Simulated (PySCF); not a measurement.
# Phosphorus: a sound run and one with changed settings

Sound run: P [Ne] 3s2 3p3, P⁺ [Ne] 3s2 3p2. Computed with PySCF 2.14 in cc-pVDZ-DK (4s3p1d, 18 functions), with scalar relativity by spin-free X2C-1e. In the sound run the correlated levels freeze [Ne]. The sound run starts from symmetry-adapted Hartree-Fock orbitals and uses a fine grid where one is needed.

A second run was set up differently.

| species | method | sound run (hartree) | changed run (hartree) | converged |
| --- | --- | --- | --- | --- |
| P | MP2 | -341.58688 | -341.53813 | yes |
| P | CCSD(T) | -341.60560 | -341.54335 | yes |
| P⁺ | MP2 | -341.20817 | -341.16395 | yes |
| P⁺ | CCSD(T) | -341.22954 | -341.16629 | yes |

Ionisation energy of P:

```csv
method,sound run (eV),changed run (eV)
UHF,9.922,9.922
MP2,10.305,10.182
SCS-MP2,10.165,10.009
CCSD,10.231,10.260
CCSD(T),10.233,10.261
```

(1) What was changed?
A. too few SCF iterations
B. minimal basis
C. all electrons correlated in a valence basis
D. a valence shell is frozen

## Answers

(1) D. Freezing a valence shell removes pair correlation that changes on ionisation.
